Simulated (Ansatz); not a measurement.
Geometry optimisation, UKS B3LYP-D4/STO-3G in Ansatz 0.2.0.

input.yaml

```yaml
crystal:
  periodic: [false, false, false]
  atoms:
    - { symbol: C, position_ang: [-0.54373, 1.1718, -0.82644] }
    - { symbol: C, position_ang: [-0.0829, 0.27093, -0.14955] }
    - { symbol: C, position_ang: [0.40962, -0.74864, 0.59804] }
    - { symbol: F, position_ang: [-0.05245, -2.00003, 0.44503] }
    - { symbol: H, position_ang: [-0.91458, 1.96178, -1.40726] }
    - { symbol: H, position_ang: [1.18405, -0.65583, 1.34018] }
magnetization:
  spin_polarized: true
  initial_magnetization: 1
basis:
  gaussian: { orbitals: STO-3G }
hamiltonian:
  xc: b3lyp
  dispersion: d4
relax:
  f_tol: 0.02
  max_steps: 40
```

Command:

```bash
$ ansatz run input.yaml --threads 1 --pin off --max-ram 2048MiB --backend cpu --events-out ev --progress --plain --runs-dir out
```

**Question.** Where does it end, and by what steps?

**Answer.** The run converged. Limits of this set-up: minimal basis. After 6 steps the energy has fallen by 0.136 eV; F4 moved furthest, 0.06 Å.

```csv
step,energy less start (eV),largest force component (eV/Å),accepted
0,0.0000,1.574,yes
1,-0.1258,0.709,yes
2,-0.0825,0.983,no
3,-0.1292,0.681,yes
4,-0.1333,0.198,yes
5,-0.1360,0.116,yes
6,-0.1363,0.010,yes
```

```xyz
6
Properties=species:S:1:pos:R:3
C -0.541 1.195 -0.837
C -0.099 0.276 -0.168
C 0.415 -0.783 0.609
F -0.053 -2.059 0.461
H -0.930 2.011 -1.429
H 1.210 -0.640 1.364
```

Run time: 10 s on 1 thread of AMD EPYC 7R43 64-Core Processor (Zen 3), with other jobs on the host, peak memory 0.14 GiB.
